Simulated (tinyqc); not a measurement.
Inside a calculation. Method: MP2 on RHF in the sto-3g basis, frozen core, for H2F+, spin multiplicity 1. Computed by tinyqc, a small Python program that keeps every step (integrals from PySCF). Settings: charge = 1, multiplicity = 1, basis = sto-3g, method = RHF, frozen orbitals = 1, energy threshold = 1e-10, iteration cap = 68, orthogonalisation = symmetric, start = core, DIIS depth = 6. Command: `OMP_NUM_THREADS=1 python tinyqc.py 24636 24637 out.jsonl` (the two numbers bound the seeds that draw the settings). One thread of a shared host (Intel(R) Xeon(R) Processor @ 2.60GHz), about 0.2 s of CPU time with the checks. The early iterations of the SCF are left out here.

## One-electron integrals

Geometry (angstrom):
```
atom         x          y         z
F     0.000000   0.000000  0.000000
H     0.000000   0.944000  0.548000
H     0.000000  -0.944000  0.548000
```

Basis sto-3g: exponents (1/bohr^2) and contraction coefficients of normalised primitives:
```
element  l (shell)    exponent  coefficient
F            s (1)  166.679130     0.154329
F            s (1)   30.360812     0.535328
F            s (1)    8.216821     0.444635
F            s (2)    6.464803    -0.099967
F            s (2)    1.502281     0.399513
F            s (2)    0.488588     0.700115
F            p (3)    6.464803     0.155916
F            p (3)    1.502281     0.607684
F            p (3)    0.488588     0.391957
H            s (1)    3.425251     0.154329
H            s (1)    0.623914     0.535328
H            s (1)    0.168855     0.444635
```

Overlap, kinetic and nuclear-attraction integrals over the contracted functions; the nuclear repulsion is the sum of Za Zb / Rab.

nuclear repulsion = 9.00673344 hartree

overlap S, order 1F 1s, 1F 2s, 1F 2px, 1F 2py, 1F 2pz, 2H 1s, 3H 1s:
```
[[1.000000, 0.237990, 0.000000, 0.000000, 0.000000, 0.032572, 0.032572],
 [0.237990, 1.000000, 0.000000, 0.000000, 0.000000, 0.340774, 0.340774],
 [0.000000, 0.000000, 1.000000, 0.000000, 0.000000, 0.000000, 0.000000],
 [0.000000, 0.000000, 0.000000, 1.000000, 0.000000, 0.247193, -0.247193],
 [0.000000, 0.000000, 0.000000, 0.000000, 1.000000, 0.143497, 0.143497],
 [0.032572, 0.340774, 0.000000, 0.247193, 0.143497, 1.000000, 0.142877],
 [0.032572, 0.340774, 0.000000, -0.247193, 0.143497, 0.142877, 1.000000]]
```

kinetic energy T (hartree), order 1F 1s, 1F 2s, 1F 2px, 1F 2py, 1F 2pz, 2H 1s, 3H 1s:
```
[[36.984577, -0.212858, 0.000000, 0.000000, 0.000000, -0.007279, -0.007279],
 [-0.212858, 1.037995, 0.000000, 0.000000, 0.000000, 0.053792, 0.053792],
 [0.000000, 0.000000, 3.248015, 0.000000, 0.000000, 0.000000, 0.000000],
 [0.000000, 0.000000, 0.000000, 3.248015, 0.000000, 0.135178, -0.135178],
 [0.000000, 0.000000, 0.000000, 0.000000, 3.248015, 0.078472, 0.078472],
 [-0.007279, 0.053792, 0.000000, 0.135178, 0.078472, 0.760032, -0.008327],
 [-0.007279, 0.053792, 0.000000, -0.135178, 0.078472, -0.008327, 0.760032]]
```

nuclear attraction V (hartree), order 1F 1s, 1F 2s, 1F 2px, 1F 2py, 1F 2pz, 2H 1s, 3H 1s:
```
[[-77.979185, -9.407565, 0.000000, 0.000000, -0.010670, -1.320169, -1.320169],
 [-9.407565, -12.508916, 0.000000, 0.000000, -0.131619, -3.160117, -3.160117],
 [0.000000, 0.000000, -12.365830, 0.000000, 0.000000, 0.000000, 0.000000],
 [0.000000, 0.000000, 0.000000, -12.478292, 0.000000, -1.977088, 1.977088],
 [-0.010670, -0.131619, 0.000000, 0.000000, -12.403729, -1.178698, -1.178698],
 [-1.320169, -3.160117, 0.000000, -1.977088, -1.178698, -5.776408, -0.957914],
 [-1.320169, -3.160117, 0.000000, 1.977088, -1.178698, -0.957914, -5.776408]]
```

core Hamiltonian H = T + V (hartree), order 1F 1s, 1F 2s, 1F 2px, 1F 2py, 1F 2pz, 2H 1s, 3H 1s:
```
[[-40.994608, -9.620422, 0.000000, 0.000000, -0.010670, -1.327449, -1.327449],
 [-9.620422, -11.470921, 0.000000, 0.000000, -0.131619, -3.106325, -3.106325],
 [0.000000, 0.000000, -9.117816, 0.000000, 0.000000, 0.000000, 0.000000],
 [0.000000, 0.000000, 0.000000, -9.230278, 0.000000, -1.841910, 1.841910],
 [-0.010670, -0.131619, 0.000000, 0.000000, -9.155714, -1.100226, -1.100226],
 [-1.327449, -3.106325, 0.000000, -1.841910, -1.100226, -5.016376, -0.966242],
 [-1.327449, -3.106325, 0.000000, 1.841910, -1.100226, -0.966242, -5.016376]]
```

## Two-electron integrals

Functions are numbered as in S; the eight-fold symmetry (ij|kl) = (ji|kl) = (kl|ij) leaves the list below.

Two-electron integrals (ij|kl) in chemists' order, unique and non-zero (hartree):
```
(11|11) 5.403501    (21|11) 0.841920    (21|21) 0.156299    (22|11) 1.268028
(22|21) 0.292344    (22|22) 0.926167    (31|31) 0.027998    (32|31) 0.043169
(32|32) 0.204588    (33|11) 1.264502    (33|21) 0.292403    (33|22) 0.925959
(33|33) 0.997514    (41|41) 0.027998    (42|41) 0.043169    (42|42) 0.204588
(43|43) 0.053770    (44|11) 1.264502    (44|21) 0.292403    (44|22) 0.925959
(44|33) 0.889973    (44|44) 0.997514    (51|51) 0.027998    (52|51) 0.043169
(52|52) 0.204588    (53|53) 0.053770    (54|54) 0.053770    (55|11) 1.264502
(55|21) 0.292403    (55|22) 0.925959    (55|33) 0.889973    (55|44) 0.889973
(55|55) 0.997514    (61|11) 0.116749    (61|21) 0.021499    (61|22) 0.039987
(61|33) 0.039925    (61|41) 0.000760    (61|42) 0.001430    (61|44) 0.040069
(61|51) 0.000441    (61|52) 0.000830    (61|54) 0.000084    (61|55) 0.039974
(61|61) 0.002988    (62|11) 0.305692    (62|21) 0.071467    (62|22) 0.253788
(62|33) 0.250015    (62|41) 0.004217    (62|42) 0.033362    (62|44) 0.258292
(62|51) 0.002448    (62|52) 0.019367    (62|54) 0.004805    (62|55) 0.252805
(62|61) 0.009982    (62|62) 0.086727    (63|31) 0.007360    (63|32) 0.044070
(63|43) 0.006964    (63|53) 0.004043    (63|63) 0.012653    (64|11) 0.183569
(64|21) 0.043455    (64|22) 0.165172    (64|33) 0.158184    (64|41) 0.009597
(64|42) 0.064578    (64|44) 0.177233    (64|51) 0.001299    (64|52) 0.011905
(64|54) 0.007015    (64|55) 0.159910    (64|61) 0.006315    (64|62) 0.069273
(64|64) 0.067582    (65|11) 0.106563    (65|21) 0.025226    (65|22) 0.095884
(65|33) 0.091827    (65|41) 0.001299    (65|42) 0.011905    (65|44) 0.094800
(65|51) 0.008114    (65|52) 0.050981    (65|54) 0.008690    (65|55) 0.100914
(65|61) 0.003666    (65|62) 0.040214    (65|64) 0.031887    (65|65) 0.031164
(66|11) 0.474107    (66|21) 0.112647    (66|22) 0.462049    (66|33) 0.446704
(66|41) 0.008049    (66|42) 0.090433    (66|44) 0.480765    (66|51) 0.004673
(66|52) 0.052497    (66|54) 0.019773    (66|55) 0.458182    (66|61) 0.015821
(66|62) 0.205864    (66|64) 0.191281    (66|65) 0.111040    (66|66) 0.774606
(71|11) 0.116749    (71|21) 0.021499    (71|22) 0.039987    (71|33) 0.039925
(71|41) -0.000760   (71|42) -0.001430   (71|44) 0.040069    (71|51) 0.000441
(71|52) 0.000830    (71|54) -0.000084   (71|55) 0.039974    (71|61) 0.002944
(71|62) 0.009679    (71|64) 0.005646    (71|65) 0.003558    (71|66) 0.015222
(71|71) 0.002988    (72|11) 0.305692    (72|21) 0.071467    (72|22) 0.253788
(72|33) 0.250015    (72|41) -0.004217   (72|42) -0.033362   (72|44) 0.258292
(72|51) 0.002448    (72|52) 0.019367    (72|54) -0.004805   (72|55) 0.252805
(72|61) 0.009679    (72|62) 0.069116    (72|64) 0.038271    (72|65) 0.031005
(72|66) 0.131608    (72|71) 0.009982    (72|72) 0.086727    (73|31) 0.007360
(73|32) 0.044070    (73|43) -0.006964   (73|53) 0.004043    (73|63) 0.009689
(73|73) 0.012653    (74|11) -0.183569   (74|21) -0.043455   (74|22) -0.165172
(74|33) -0.158184   (74|41) 0.009597    (74|42) 0.064578    (74|44) -0.177233
(74|51) -0.001299   (74|52) -0.011905   (74|54) 0.007015    (74|55) -0.159910
(74|61) -0.005646   (74|62) -0.038271   (74|64) -0.011909   (74|65) -0.016853
(74|66) -0.067133   (74|71) -0.006315   (74|72) -0.069273   (74|74) 0.067582
(75|11) 0.106563    (75|21) 0.025226    (75|22) 0.095884    (75|33) 0.091827
(75|41) -0.001299   (75|42) -0.011905   (75|44) 0.094800    (75|51) 0.008114
(75|52) 0.050981    (75|54) -0.008690   (75|55) 0.100914    (75|61) 0.003558
(75|62) 0.031005    (75|64) 0.016853    (75|65) 0.023434    (75|66) 0.064873
(75|71) 0.003666    (75|72) 0.040214    (75|74) -0.031887   (75|75) 0.031164
(76|11) 0.088100    (76|21) 0.020796    (76|22) 0.080608    (76|33) 0.079199
(76|44) 0.080914    (76|51) 0.001137    (76|52) 0.010927    (76|55) 0.081627
(76|61) 0.002870    (76|62) 0.027212    (76|64) 0.019112    (76|65) 0.014440
(76|66) 0.068923    (76|71) 0.002870    (76|72) 0.027212    (76|74) -0.019112
(76|75) 0.014440    (76|76) 0.010727    (77|11) 0.474107    (77|21) 0.112647
(77|22) 0.462049    (77|33) 0.446704    (77|41) -0.008049   (77|42) -0.090433
(77|44) 0.480765    (77|51) 0.004673    (77|52) 0.052497    (77|54) -0.019773
(77|55) 0.458182    (77|61) 0.015222    (77|62) 0.131608    (77|64) 0.067133
(77|65) 0.064873    (77|66) 0.278855    (77|71) 0.015821    (77|72) 0.205864
(77|74) -0.191281   (77|75) 0.111040    (77|76) 0.068923    (77|77) 0.774606
```

## Orthogonalisation

S = U s U^T; symmetric (Loewdin) form X = U s^(-1/2) U^T, so that X^T S X = 1.

eigenvalues of S: [0.503223, 0.571753, 0.909331, 1.000000, 1.079580, 1.285369, 1.650744]

X, order 1F 1s, 1F 2s, 1F 2px, 1F 2py, 1F 2pz, 2H 1s, 3H 1s:
```
[[1.023516, -0.134198, 0.000000, 0.000000, -0.004419, 0.016560, 0.016560],
 [-0.134198, 1.122039, 0.000000, 0.000000, 0.041065, -0.186679, -0.186679],
 [0.000000, 0.000000, 1.000000, 0.000000, 0.000000, 0.000000, 0.000000],
 [0.000000, 0.000000, 0.000000, 1.058174, 0.000000, -0.152574, 0.152574],
 [-0.004419, 0.041065, 0.000000, 0.000000, 1.016886, -0.077066, -0.077066],
 [0.016560, -0.186679, 0.000000, -0.152574, -0.077066, 1.091515, -0.054846],
 [0.016560, -0.186679, 0.000000, 0.152574, -0.077066, -0.054846, 1.091515]]
```

## Iteration 8 (converged): orbitals

converged F (hartree), order 1F 1s, 1F 2s, 1F 2px, 1F 2py, 1F 2pz, 2H 1s, 3H 1s:
```
[[-26.557288, -6.773878, 0.000000, 0.000000, -0.019995, -0.943136, -0.943136],
 [-6.773878, -3.575154, 0.000000, 0.000000, -0.082889, -1.011850, -1.011850],
 [0.000000, 0.000000, -0.995273, 0.000000, 0.000000, 0.000000, 0.000000],
 [0.000000, 0.000000, 0.000000, -0.906625, 0.000000, -0.501489, 0.501489],
 [-0.019995, -0.082889, 0.000000, 0.000000, -0.945803, -0.338512, -0.338512],
 [-0.943136, -1.011850, 0.000000, -0.501489, -0.338512, -0.731419, -0.253921],
 [-0.943136, -1.011850, 0.000000, 0.501489, -0.338512, -0.253921, -0.731419]]
```

Diagonalise F' = X^T F X, C = X C', fill 5 alpha and 5 beta electrons from the bottom; D = 2 C_occ C_occ^T. Each column has its largest component positive (the first on a tie).

F' = X^T F X (hartree):
```
[[-26.079891, -3.433634, 0.000000, 0.000000, -0.036653, -0.098739, -0.098739],
 [-3.433634, -2.253372, 0.000000, 0.000000, 0.030711, -0.421029, -0.421029],
 [0.000000, 0.000000, -0.995273, 0.000000, 0.000000, 0.000000, 0.000000],
 [0.000000, 0.000000, 0.000000, -0.713546, 0.000000, -0.401787, 0.401787],
 [-0.036653, 0.030711, 0.000000, 0.000000, -0.882912, -0.238682, -0.238682],
 [-0.098739, -0.421029, 0.000000, -0.401787, -0.238682, -0.373495, -0.054635],
 [-0.098739, -0.421029, 0.000000, 0.401787, -0.238682, -0.054635, -0.373495]]
```

orbital energies (hartree): [-26.566767, -1.984451, -1.117710, -1.011768, -0.995273, -0.081320, 0.085304]

coefficients C, order 1F 1s, 1F 2s, 1F 2px, 1F 2py, 1F 2pz, 2H 1s, 3H 1s:
```
[[0.994794, -0.252115, 0.000000, 0.056431, 0.000000, 0.099003, 0.000000],
 [0.022065, 0.960030, 0.000000, -0.281819, 0.000000, -0.588895, 0.000000],
 [0.000000, 0.000000, 0.000000, 0.000000, 1.000000, 0.000000, 0.000000],
 [0.000000, 0.000000, 0.737226, 0.000000, 0.000000, 0.000000, 0.789169],
 [0.001830, 0.080236, 0.000000, 0.892218, 0.000000, -0.495124, 0.000000],
 [-0.003621, 0.081876, 0.345509, 0.209717, 0.000000, 0.726434, -0.748983],
 [-0.003621, 0.081876, -0.345509, 0.209717, 0.000000, 0.726434, 0.748983]]
```

D after iteration 8, order 1F 1s, 1F 2s, 1F 2px, 1F 2py, 1F 2pz, 2H 1s, 3H 1s:
```
[[2.112722, -0.471983, 0.000000, 0.000000, 0.063880, -0.024820, -0.024820],
 [-0.471983, 2.003133, 0.000000, 0.000000, -0.348750, 0.038842, 0.038842],
 [0.000000, 0.000000, 2.000000, 0.000000, 0.000000, 0.000000, 0.000000],
 [0.000000, 0.000000, 0.000000, 1.087003, 0.000000, 0.509436, -0.509436],
 [0.063880, -0.348750, 0.000000, 0.000000, 1.604987, 0.387351, 0.387351],
 [-0.024820, 0.038842, 0.000000, 0.509436, 0.387351, 0.340149, -0.137358],
 [-0.024820, 0.038842, 0.000000, -0.509436, 0.387351, -0.137358, 0.340149]]
```

## Convergence

Stop when the energy changes by less than 1e-10 hartree and every element of the error matrix X^T (F D S - S D F) X is below 3e-06.

Course of the cycle:
```
iteration   E (hartree)     change  largest element of the error matrix
1          -97.85547274          -                             5.23e-01
2          -98.83488147  -9.79e-01                             3.31e-02
3          -98.83695586  -2.07e-03                             1.07e-02
4          -98.83721578  -2.60e-04                             3.13e-03
5          -98.83723872  -2.29e-05                             8.23e-04
6          -98.83723946  -7.44e-07                             1.73e-04
7          -98.83723951  -4.71e-08                             3.45e-07
8          -98.83723951  -1.56e-13                             8.89e-10
```

PySCF RHF in the same basis = -98.83723951 hartree

Converged in 8 iterations.

## Integrals over molecular orbitals

(pq|rs) = sum C_ip C_jq C_kr C_ls (ij|kl), one index at a time.

one-electron integrals over orbitals h = C^T H C (hartree):
```
[[-40.976852, 0.697188, 0.000000, -0.144866, 0.000000, -0.264215, 0.000000],
 [0.697188, -9.575918, 0.000000, 0.336586, 0.000000, 1.277625, 0.000000],
 [0.000000, 0.000000, -7.860323, 0.000000, 0.000000, 0.000000, -2.244303],
 [-0.144866, 0.336586, 0.000000, -8.637095, 0.000000, 1.404744, 0.000000],
 [0.000000, 0.000000, 0.000000, 0.000000, -9.117816, 0.000000, 0.000000],
 [-0.264215, 1.277625, 0.000000, 1.404744, 0.000000, -5.375968, 0.000000],
 [0.000000, 0.000000, -2.244303, 0.000000, 0.000000, 0.000000, -5.937733]]
```

Two-electron integrals over orbitals (pq|rs), unique and non-zero (hartree); the lowest 1 orbital is frozen and left out:
```
(22|22) 0.857813    (32|32) 0.153249    (33|22) 0.743052    (33|33) 0.712321
(42|22) -0.005453   (42|33) -0.005816   (42|42) 0.164084    (43|32) 0.008781
(43|43) 0.047238    (44|22) 0.820713    (44|33) 0.700532    (44|42) -0.083588
(44|44) 0.886025    (52|52) 0.183443    (53|53) 0.037027    (54|52) -0.030000
(54|54) 0.052690    (55|22) 0.882751    (55|33) 0.732614    (55|42) -0.048336
(55|44) 0.834505    (55|55) 0.997514    (62|22) -0.136318   (62|33) -0.082216
(62|42) -0.043614   (62|44) -0.100851   (62|55) -0.142759   (62|62) 0.069298
(63|32) 0.027906    (63|43) 0.019629    (63|63) 0.073826    (64|22) -0.145180
(64|33) -0.083209   (64|42) 0.003460    (64|44) -0.151785   (64|55) -0.149280
(64|62) 0.058896    (64|64) 0.074228    (65|52) -0.050544   (65|54) -0.009095
(65|65) 0.023843    (66|22) 0.544688    (66|33) 0.534606    (66|42) 0.062798
(66|44) 0.518766    (66|55) 0.524192    (66|62) -0.043597   (66|64) -0.022911
(66|66) 0.528759    (72|32) 0.070513    (72|43) -0.019454   (72|63) -0.024475
(72|72) 0.058303    (73|22) 0.220130    (73|33) 0.164932    (73|42) -0.052149
(73|44) 0.207913    (73|55) 0.239150    (73|62) -0.068884   (73|64) -0.087154
(73|66) 0.014198    (73|73) 0.164730    (74|32) -0.050230   (74|43) 0.007964
(74|63) -0.043679   (74|72) -0.011172   (74|74) 0.046139    (75|53) 0.025856
(75|75) 0.020348    (76|32) -0.091486   (76|43) -0.049372   (76|63) -0.091563
(76|72) 0.002662    (76|74) 0.058813    (76|76) 0.165718    (77|22) 0.602784
(77|33) 0.600643    (77|42) 0.004736    (77|44) 0.582157    (77|55) 0.592592
(77|62) -0.042800   (77|64) -0.032199   (77|66) 0.524033    (77|73) 0.074213
(77|77) 0.564862
```

## Second-order Moller-Plesset energy

Hartree-Fock energy = -98.83723951 hartree

E2 = sum_ijab (ia|jb) [2 (ia|jb) - (ib|ja)] / (e_i + e_j - e_a - e_b) over occupied i, j and virtual a, b; the opposite-spin part is (ia|jb)^2 / denominator, the rest is same-spin, and SCS-MP2 scales them by 6/5 and 1/3.

Terms:
```
i  j  a  b    (ia|jb)    (ib|ja)  denominator       term
3  3  7  7   0.164730   0.164730    -2.406028  -0.011278
3  4  7  6  -0.087154  -0.043679    -2.133462  -0.005336
4  3  6  7  -0.087154  -0.043679    -2.133462  -0.005336
4  4  6  6   0.074228   0.074228    -1.860897  -0.002961
3  3  6  6   0.073826   0.073826    -2.072781  -0.002629
2  3  6  7  -0.068884  -0.024475    -3.106145  -0.002512
3  2  7  6  -0.068884  -0.024475    -3.106145  -0.002512
2  2  6  6   0.069298   0.069298    -3.806263  -0.001262
2  4  6  6   0.058896   0.058896    -2.833580  -0.001224
4  2  6  6   0.058896   0.058896    -2.833580  -0.001224
4  4  7  7   0.046139   0.046139    -2.194144  -0.000970
2  2  7  7   0.058303   0.058303    -4.139510  -0.000821
5  5  6  6   0.023843   0.023843    -1.827907  -0.000311
5  5  7  7   0.020348   0.020348    -2.161154  -0.000192
2  3  7  6  -0.024475  -0.068884    -3.106145   0.000157
3  2  6  7  -0.024475  -0.068884    -3.106145   0.000157
2  4  7  7  -0.011172  -0.011172    -3.166827  -0.000039
4  2  7  7  -0.011172  -0.011172    -3.166827  -0.000039
3  4  6  7  -0.043679  -0.087154    -2.133462  -4.17e-06
4  3  7  6  -0.043679  -0.087154    -2.133462  -4.17e-06
```

Pair energies (hartree; pair i-j sums ij and ji):
```
pair  opposite spin  same spin
2-2       -0.002083   0.000000
3-2       -0.003441  -0.001270
3-3       -0.013908   0.000000
4-2       -0.002527   0.000000
4-3       -0.008909  -0.001772
4-4       -0.003931   0.000000
5-5       -0.000503   0.000000
```

MP2 correlation energy = -0.03834298 hartree

SCS-MP2 correlation energy = -0.04337548 hartree

MP2 total energy = -98.87558249 hartree
